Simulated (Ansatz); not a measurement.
Basis-set extrapolation for C₅H₁₀O₂, SMILES `CC(C)(C)C(=O)O` (PBE0-D4/def2-TZVP geometry, frozen core, Ansatz 0.2.0). Multiplicity 1, RHF reference.

|  | def2-TZVPP | def2-QZVPP |
| --- | --- | --- |
| HF | -345.057098 | -345.072726 |
| MP2 correlation | -1.327202 | -1.418776 |
| CCSD(T) correlation | -1.428158 | not run |

Energies in hartree. Use E(X) = E(∞) + A·exp(−7.88·√X) for Hartree–Fock and E(X) = E(∞) + B·X^(−2.97) for correlation, with X = 3 and 4, and add CCSD(T) minus MP2 of the smaller set to the MP2 limit.

Problem. What is the CCSD(T) energy at the basis-set limit?

Solution. HF limit: -345.072726 + (-0.015628) × 0.13774 = -345.07488. MP2 limit: -1.418776 + (-0.091574) × 0.74074 = -1.48661. Higher-order term: -1.428158 − (-1.327202) = -0.10096. Total: -346.66245 hartree, 465.2 kJ/mol below CCSD(T)/def2-TZVPP.
